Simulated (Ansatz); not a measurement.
Compare A (`CC1(F)C=N1`) with its isomer B (`NC1(F)C=C1`).

Calculated with Ansatz (gas phase, PBE0-D4/def2-TZVP geometries, no zero-point term in ΔE). CBS: MP2 limit from def2 TZ/QZ plus the TZ coupled-cluster correction, frozen cores. DFT in def2-TZVPP. B3LYP here is the variant with VWN-RPA as its local correlation; programs differ in this. One conformer a species, not always the lowest.

Problem. Which isomer does CCSD(T)/CBS put lower? Give the gap. (Best estimate.)

Solution. Computed: A, by 45.9 kJ/mol.

Problem. Give E(B) − E(A) in kJ/mol with LDA (SPW92), CCSD(T)/def2-SVP, PBE-D4, CCSD(T)/def2-TZVPP, ωB97M-V, B2PLYP, B3LYP. (An estimate is asked.)

Solution. Computed: LDA (SPW92) 29.4, CCSD(T)/def2-SVP 59.5, PBE-D4 43.6, CCSD(T)/def2-TZVPP 52.3, ωB97M-V 43.8, B2PLYP 47.9, B3LYP 44.5. None reverses the order clearly.

Problem. Does the order hold for the free energy at 298.15 K (harmonic terms from PBE0-D4)? (Estimate.)

Solution. The calculation gave: Yes: G(B) − G(A) = +47.3 kJ/mol, for one conformer each.

Largest T1 diagnostic: 0.011.

Leaving LDA and LC-ωPBE aside and taking each functional with its dispersion term where it has one, the values, not all of them listed here, spread over 7.1 kJ/mol, from PBE0-D4 to B97M-V. LDA lies −14.3 kJ/mol from PBE without D4. At CCSD(T), def2-SVP lies +13.6 kJ/mol from the extrapolated value and def2-TZVPP +6.4 kJ/mol.
